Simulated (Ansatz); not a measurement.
cyclo-(PH)4 (P₄H₄), 8 atoms. Hardware: 4 threads of Arm Neoverse N1 on a shared host.

Correlated methods freeze 20 core orbitals.

(1) How many basis functions does each of these Ansatz runs have, and roughly what does it cost? LDA (SPW92)/def2-TZVP, charge 0 singlet, energy, from earlier orbitals; LC-ωPBE (ω = 0.30 bohr⁻¹)/def2-TZVP, charge 1 doublet at the geometry of the charge 0 singlet, energy, from earlier orbitals; HF/STO-3G, charge 0 singlet, energy; PBE-D4/def2-SVP, charge 0 singlet, energy, from earlier orbitals; PBE0-D4/def2-TZVP, charge 1 doublet, energy, from earlier orbitals; RPA@PBE/def2-TZVP, charge 0 singlet, energy, from earlier orbitals; CCSD(T)/def2-TZVPP, charge 0 singlet, energy, from earlier orbitals; PBE0-D4/def2-SVP, charge 0 singlet, energy, from earlier orbitals; LC-ωPBE (ω = 0.15 bohr⁻¹)/def2-TZVP, charge 1 doublet at the geometry of the charge 0 singlet, energy, from earlier orbitals; BLYP-D4/def2-TZVP, charge 0 singlet, energy, from earlier orbitals; HF/def2-TZVP, charge 0 singlet, energy, from earlier orbitals; LC-ωPBE (ω = 0.30 bohr⁻¹)/def2-TZVP, charge 0 singlet, energy, from earlier orbitals.

Answers

(1) Other jobs shared the machine, so times can vary by a factor of up to 3. A dash marks memory too small to be measured apart from the calling script's.

| run | functions | fitting or Cholesky vectors | wall time | peak host memory (GiB) |
| --- | --- | --- | --- | --- |
| HF/STO-3G, charge 0 singlet, energy | 40 | 447 | 0.2 s | – |
| PBE-D4/def2-SVP, charge 0 singlet, energy, from earlier orbitals | 92 | 1060 | 1.2 s | – |
| LDA (SPW92)/def2-TZVP, charge 0 singlet, energy, from earlier orbitals | 172 | 1256 | 1.5 s | – |
| PBE0-D4/def2-SVP, charge 0 singlet, energy, from earlier orbitals | 92 | 846 | 1.6 s | – |
| HF/def2-TZVP, charge 0 singlet, energy, from earlier orbitals | 172 | 1536 | 2 s | – |
| BLYP-D4/def2-TZVP, charge 0 singlet, energy, from earlier orbitals | 172 | 1256 | 2.5 s | – |
| LC-ωPBE (ω = 0.30 bohr⁻¹)/def2-TZVP, charge 0 singlet, energy, from earlier orbitals | 172 | 1256 | 3.1 s | – |
| RPA@PBE/def2-TZVP, charge 0 singlet, energy, from earlier orbitals | 172 | 1076 | 4.6 s | – |
| LC-ωPBE (ω = 0.15 bohr⁻¹)/def2-TZVP, charge 1 doublet at the geometry of the charge 0 singlet, energy, from earlier orbitals | 172 | 1256 | 6.5 s | – |
| PBE0-D4/def2-TZVP, charge 1 doublet, energy, from earlier orbitals | 172 | 1304 | 7.5 s | 0.6 |
| LC-ωPBE (ω = 0.30 bohr⁻¹)/def2-TZVP, charge 1 doublet at the geometry of the charge 0 singlet, energy, from earlier orbitals | 172 | 1256 | 14 s | 0.57 |
| CCSD(T)/def2-TZVPP, charge 0 singlet, energy, from earlier orbitals | 224 | 1310 | 78 s | 3.1 |
